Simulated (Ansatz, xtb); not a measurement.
Two structures of H2Si3

Structure a: a singlet given by its coordinates. Structure b: a singlet given by its coordinates. Both are isolated molecules in the gas phase, relaxed with PBE0-D3(BJ)/pcseg-1.

a (Å):

```json
{"atom": "Si", "x (Å)": "-1.0092", "y (Å)": "-2.4664", "z (Å)": "2.0343"}
{"atom": "Si", "x (Å)": "-2.3167", "y (Å)": "-0.5939", "z (Å)": "2.3248"}
{"atom": "Si", "x (Å)": "-1.0434", "y (Å)": "-0.6479", "z (Å)": "0.6229"}
{"atom": "H", "x (Å)": "-3.3344", "y (Å)": "0.1689", "z (Å)": "3.1072"}
{"atom": "H", "x (Å)": "-0.5583", "y (Å)": "0.0518", "z (Å)": "-0.6039"}
```

Close contacts (Å): Si1–Si2 2.30, Si1–Si3 2.30, Si2–Si3 2.13, Si2–H4 1.49, Si3–H5 1.49.

b (Å):

```xyz
5

Si   -1.7996   -0.9246    3.3923
Si   -3.0353   -1.9669    1.8503
Si   -1.5234   -0.5493    0.9921
H    -1.4261   -0.3838   -0.4862
H    -0.4734    0.3743    1.5576
```

Close contacts (Å): Si1–Si2 2.23, Si1–Si3 2.44, Si2–Si3 2.24, Si3–H4 1.49, Si3–H5 1.51.

Energies in hartree; the thermal terms are from PBE0-D3(BJ)/pcseg-1 harmonic frequencies (ideal gas, rigid rotor, one conformer each, 298.15 K, 1 atm) and include the zero-point energy:

|  | a | b |
| --- | --- | --- |
| E, CCSD(T)/def2-TZVPP | −868.263220 | −868.255185 |
| zero-point energy | 0.017562 | 0.017060 |
| H(298 K) − E | 0.023159 | 0.023169 |
| G(298 K) − E | −0.009505 | −0.011480 |

Task: Work out ΔE, ΔE₀, ΔH and ΔG for a → b in kJ/mol (1 Eh = 2625.50 kJ/mol) and the equilibrium ratio [b]/[a].

Result: 1. ΔE = −868.255185 − (−868.263220) = +0.008035 Eh = +21.10 kJ/mol.
2. ΔE₀ = ΔE + ΔZPE = +0.008035 + (−0.000502) Eh = +19.78 kJ/mol.
3. ΔH = ΔE + (+0.000010) Eh = +21.12 kJ/mol.
4. ΔG = ΔE + (−0.001975) Eh = +15.91 kJ/mol, so ΔS = (ΔH − ΔG)/T = +17.5 J/(mol K).
5. kT = 0.9442 mEh, so K = [b]/[a] = exp(−ΔG/kT) = exp(−6.42) ≈ 0.0016.

Structure a is favoured at this temperature. An error of 4 kJ/mol in ΔG would change K by a factor of 5. Mirror images and further conformers aren't counted.

Other levels gave ΔE = +35.5 (PBE0-D3(BJ)/pcseg-1); +41.5 (HF/def2-TZVPP); +21.8 (MP2/def2-TZVPP) kJ/mol. The correlated steps freeze 15 core orbitals. Programs: Ansatz 0.2.0.
